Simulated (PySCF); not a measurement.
Species: nitrogen trifluoride, NF3.
Geometry (PBE0-D3(BJ)/def2-TZVP, Å), atoms numbered from 1 in this order:
```xyz
4
NF3 angstrom
F     -0.5215    1.0945   -0.1556
N      0.0058   -0.0088    0.4403
F     -0.6755   -1.0161   -0.1698
F      1.2292   -0.0950   -0.1480
```

Level: wB97X-D/pcSseg-2 in PySCF, non-relativistic, on one gas-phase PBE0-D3(BJ)/def2-TZVP geometry that isn't relaxed in the solvent. The solvent is an IEF-PCM continuum (van der Waals radii × 1.2). Specific hydrogen bonds and non-electrostatic terms are outside this model.

Gas phase at wB97X-D/pcSseg-2: HOMO -12.25 eV, LUMO 2.72 eV, dipole 0.18 D.

Task: What does the continuum do to the energy, the frontier levels and the dipole at wB97X-D/pcSseg-2 in chloroform?

Result: 
| solvent | ε | E(solvent) − E(gas) (kcal/mol) | polarisation term (kcal/mol) | distortion of the solute (kcal/mol) | HOMO (eV) | LUMO (eV) | dipole (D) |
| --- | --- | --- | --- | --- | --- | --- | --- |
| chloroform | 4.711 | -0.28 | -0.28 | 0.00 | -12.17 | 2.80 | 0.21 |

The polarisation term is half the interaction of the solute with the surface charges that it induces; the rest is the cost of distorting the solute's density. The sum is the electrostatic part of solvation alone.

On one thread of an Arm Neoverse V1, on a shared host, this took 5.7 s and 0.56 GiB of memory at its peak. This is the whole shielding run at wB97X-D/pcSseg-2 in chloroform, SCF included.

wB97X-D is run here without its empirical dispersion term; that term would change no orbital, density or response property at a fixed geometry.
